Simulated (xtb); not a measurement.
xtb input (GFN2-xTB):

```bash
xtb mol.xyz --gfn 2 --ohess tight --chrg 1 --uhf 0
```
mol.xyz:
```
2

Be     0.46205453     0.09244586    -0.47501387
H     -0.53414010    -0.10643188     0.51380189
```

Output:

```
           -------------------------------------------------
          |                Calculation Setup                |
           -------------------------------------------------

           -------------------------------------------------
          |                 G F N 2 - x T B                 |
           -------------------------------------------------

        Reference                      10.1021/acs.jctc.8b01176
      * Hamiltonian:
        H0-scaling (s, p, d)           1.850000    2.230000    2.230000
        zeta-weighting                 0.500000
      * Dispersion:
        s8                             2.700000
        a1                             0.520000
        a2                             5.000000
        s9                             5.000000
      * Repulsion:
        kExp                           1.500000    1.000000
        rExp                           1.000000
      * Coulomb:
        alpha                          2.000000
        third order                    shell-resolved
        anisotropic                    true
        a3                             3.000000
        a5                             4.000000
        cn-shift                       1.200000
        cn-exp                         4.000000
        max-rad                        5.000000

          ...................................................
          :                      SETUP                      :
          :.................................................:
          :  # basis functions                   5          :
          :  # atomic orbitals                   5          :
          :  # shells                            3          :
          :  # electrons                         2          :
          :  max. iterations                   250          :
          :  Hamiltonian                  GFN2-xTB          :
          :  restarted?                      false          :
          :  GBSA solvation                  false          :
          :  PC potential                    false          :
          :  electronic temp.          300.0000000     K    :
          :  accuracy                    1.0000000          :
          :  -> integral cutoff          0.2500000E+02      :
          :  -> integral neglect         0.1000000E-07      :
          :  -> SCF convergence          0.1000000E-05 Eh   :
          :  -> wf. convergence          0.1000000E-03 e    :
          :  Broyden damping             0.4000000          :
          :  net charge                          1          :
          :  unpaired electrons                  0          :
          ...................................................

 iter      E             dE          RMSdq      gap      omega  full diag
   1     -0.2078135 -0.207813E+00  0.435E+01    0.17       0.0  T
   2     -0.5347911 -0.326978E+00  0.115E+01    3.97       1.0  T
   3     -0.6244656 -0.896745E-01  0.152E+01    2.22       1.0  T
   4     -0.6206462  0.381947E-02  0.171E+01    2.07       1.0  T
   5     -0.6351169 -0.144707E-01  0.408E+00    3.54       1.0  T
   6     -0.6351657 -0.488203E-04  0.849E-01    3.86       1.0  T
[...]
largest (>0.10) Wiberg bond orders for each atom

 ---------------------------------------------------------------------------
     #   Z sym  total        # sym  WBO       # sym  WBO       # sym  WBO
 ---------------------------------------------------------------------------
     1   4 Be   0.918 --     2 H    0.918
     2   1 H    0.918 --     1 Be   0.918
 ---------------------------------------------------------------------------

Topologies differ in total number of bonds
Writing topology from bond orders to xtbtopo.mol

molecular dipole:
                 x           y           z       tot (Debye)
 q only:        0.328       0.066      -0.357
   full:        1.719       0.343      -1.737       6.272
molecular quadrupole (traceless):
                xx          xy          yy          xz          yz          zz
 q only:        0.385       0.243      -0.784      -1.224      -0.245       0.399
  q+dip:        1.720       1.090      -3.519      -5.496      -1.098       1.799
   full:        0.873       0.570      -1.863      -2.909      -0.582       0.991

           -------------------------------------------------
          |                Geometry Summary                 |
           -------------------------------------------------

      molecular mass/u    :       10.0201238
   center of mass at/Å    :        0.3562574       0.0713225      -0.3700027
  moments of inertia/u·Å² :        0.0000000E+00   0.1771097E+01   0.1771097E+01
rotational constants/cm⁻¹ :             Infinity   0.9518188E+01   0.9518188E+01

           -------------------------------------------------
          |               Frequency Printout                |
           -------------------------------------------------
 vibrational frequencies (cm⁻¹)
eigval :        0.00     0.00     0.00     0.00     0.00  1451.44
 reduced masses (amu)
   1:  1.81   2:  8.21   3:  8.21   4:  8.21   5:  1.81   6:  1.81
 IR intensities (km·mol⁻¹)
   1:341.16   2: 97.29   3: 97.29   4: 97.29   5:341.16   6: 32.47
 Raman intensities (Ä⁴*amu⁻¹)
Molecule has the following symmetry elements: (Cinf) (sigma)
It seems to be the Cinfv point group
   1:  0.00   2:  0.00   3:  0.00   4:  0.00   5:  0.00   6:  0.00
 output can be read by thermo (or use thermo option).
 writing <g98.out> molden fake output.
 recommended (thermochemical) frequency scaling factor: 1.0
           -------------------------------------------------
          |             Thermodynamic Functions             |
           -------------------------------------------------

cin symmetry found (for desy threshold:  0.10E+00) used in thermo

          ...................................................
          :                      SETUP                      :
          :.................................................:
          :  # frequencies                           1      :
          :  # imaginary freq.                       0      :
          :  linear?                              true      :
          :  only rotor calc.                    false      :
          :  symmetry                              cin      :
          :  rotational number                       1      :
          :  scaling factor                  1.0000000      :
          :  rotor cutoff                   50.0000000 cm⁻¹ :
          :  imag. cutoff                  -20.0000000 cm⁻¹ :
          :.................................................:

    mode    ω/cm⁻¹     T·S(HO)/kcal·mol⁻¹    T·S(FR)/kcal·mol⁻¹   T·S(vib)
   ------------------------------------------------------------------------
   ------------------------------------------------------------------------

   temp. (K)  partition function   enthalpy   heat capacity  entropy
                                   cal/mol     cal/K/mol   cal/K/mol   J/K/mol
 298.15  VIB   1.00                    3.772      0.089      0.014
         ROT   21.8                  592.502      1.987      8.109
         INT   21.8                  596.273      2.076      8.124
         TR   0.307E+26             1481.254      4.968     32.846
         TOT                        2077.5273     7.0441    40.9692   171.4153

       T/K    H(0)-H(T)+PV         H(T)/Eh          T*S/Eh         G(T)/Eh
   ------------------------------------------------------------------------
    298.15    0.331075E-02    0.661738E-02    0.194658E-01   -0.128484E-01
   ------------------------------------------------------------------------

         :::::::::::::::::::::::::::::::::::::::::::::::::::::
         ::                  THERMODYNAMIC                  ::
         :::::::::::::::::::::::::::::::::::::::::::::::::::::
         :: total free energy          -0.644992836148 Eh   ::
         ::.................................................::
         :: total energy               -0.632144408718 Eh   ::
         :: zero point energy           0.003306630187 Eh   ::
         :: G(RRHO) w/o ZPVE           -0.016155057618 Eh   ::
         :: G(RRHO) contrib.           -0.012848427430 Eh   ::
         :::::::::::::::::::::::::::::::::::::::::::::::::::::

optimized geometry written to: xtbopt.xyz

           -------------------------------------------------
          | TOTAL ENERGY               -0.632144408718 Eh   |
          | TOTAL ENTHALPY             -0.625527027973 Eh   |
          | TOTAL FREE ENERGY          -0.644992836148 Eh   |
          | GRADIENT NORM               0.000000381671 Eh/α |
          | HOMO-LUMO GAP               3.873657757720 eV   |
           -------------------------------------------------

------------------------------------------------------------------------
------------------------------------------------------------------------
 total:
 SCF:
 ANC optimizer:
 analytical hessian:
Note: The following floating-point exceptions are signalling: IEEE_DIVIDE_BY_ZERO IEEE_DENORMAL
normal termination of xtb
```
